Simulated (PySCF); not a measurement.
Work out the structure from these simulated measurements.

Formula: C3H3FO.

| Quantity | Value |
| --- | --- |
| Rotational structure | rotational constants A, B, C: 11.009, 4.206, 3.044 GHz [GFN2-xTB] |
| UV, first state | lowest singlet excitation: 5.23 eV (237 nm, f = 0.000) [TDDFT wB97X-D/def2-SVPD] |
| Triplet | lowest triplet excitation (Tamm–Dancoff): 3.88 eV [TDA wB97X-D/def2-SVPD] |
| Polarisability | 40.5 au [wB97X-D/def2-SVPD] |
| Dipole | 3.50 D [wB97X-D/def2-SVPD] |
| UV, strongest line | among the 8 lowest singlet transitions: S2 at 6.45 eV (192 nm, f = 0.313) [TDDFT wB97X-D/def2-SVPD] |
| XPS | C1s 291.7, C1s 291.9, C1s 295.9, O1s 538.7, F1s 693.1 eV [ΔSCF SCAN, pcX-2 on the ionised atom, pcseg-1 elsewhere, spin-free X2C] |

Gas-phase values; electronic properties from PySCF, density fitting. Levels stand in brackets. One conformer (not necessarily the lowest) at the GFN2-xTB geometry, without solvent, vibrations or thermal averaging.

Q: Propose a structure and show how it fits.

A: Numbering: `[CH2:1]=[CH:2][C:3](=[O:4])[F:5]`. Its formula, C3H3FO, gives 2 degrees of unsaturation: 0 rings and 2 π bonds in the structure found. The core levels belong to: C1s 291.7 eV, terminal =CH2 carbon [C1]; C1s 291.9 eV, alkene CH carbon [C2]; C1s 295.9 eV, acyl halide carbon [C3]; O1s 538.7 eV, carbonyl oxygen [O4]; F1s 693.1 eV, acyl fluorine [F5]. S1 is mainly HOMO−1→LUMO (weight 0.94); the largest Löwdin shares of the orbital it empties are 0.68 on the carbonyl oxygen, 0.11 on the acyl fluorine, 0.10 on the acyl halide carbon and 0.08 on the alkene CH carbon, of the orbital it fills 0.30 on the terminal =CH2 carbon, 0.20 on the alkene CH carbon, 0.20 on the acyl halide carbon and 0.15 on the carbonyl oxygen. The optimised geometry has point group Cs and is an asymmetric top. Structure: `C(F)(=O)C=C`. The assignments are read from this structure; whether some other isomer fits the data as well wasn't checked.

Shape of the structure used: `[CH2:1]=[CH:2][C:3](=[O:4])[F:5]`: C1–C2–C3–O4 0°.
